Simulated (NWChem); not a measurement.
# C$_{2}$H$_{6}$ anion, doublet; SMILES of the neutral closed-shell parent CC

```xyz
8

C      0.0000     0.0000     0.7663
C      0.0000     0.0000    -0.7663
H     -0.7301     0.7301     1.1606
H      0.9974     0.2672     1.1606
H     -0.2672    -0.9974     1.1606
H     -0.9974    -0.2672    -1.1606
H      0.7301    -0.7301    -1.1606
H      0.2672     0.9974    -1.1606
```
Atoms are numbered in this order, from 1.

Program: NWChem. Pople sets run with spherical d functions. Spin-unrestricted. In the optimisation the excess spin sits in a1g (D3d, its own frame). Sets without diffuse functions describe the anion's extra electron poorly. Coordinates come from a B3LYP/def2-SVPD, spin-unrestricted optimisation. This spin state was assumed; another may lie lower. No stability test was run on the SCF state. The highest occupied level is positive in some or all of these runs, so the extra electron may be held by the finite basis. Atomic charges in e: unrestrained fits to the electrostatic potential beside Mulliken populations; buried atoms are poorly determined by the fit.

For level UHF/6-31G*:

ESP C1: 0.29
Mulliken C1: -0.24
ESP C2: 0.24
Mulliken C2: -0.24

### Question
What are these values for level B3LYP/def2-SVP?

### Answer
- ESP C1 = 0.52
- Mulliken C1 = 0.37
- ESP C2 = 0.46
- Mulliken C2 = 0.37
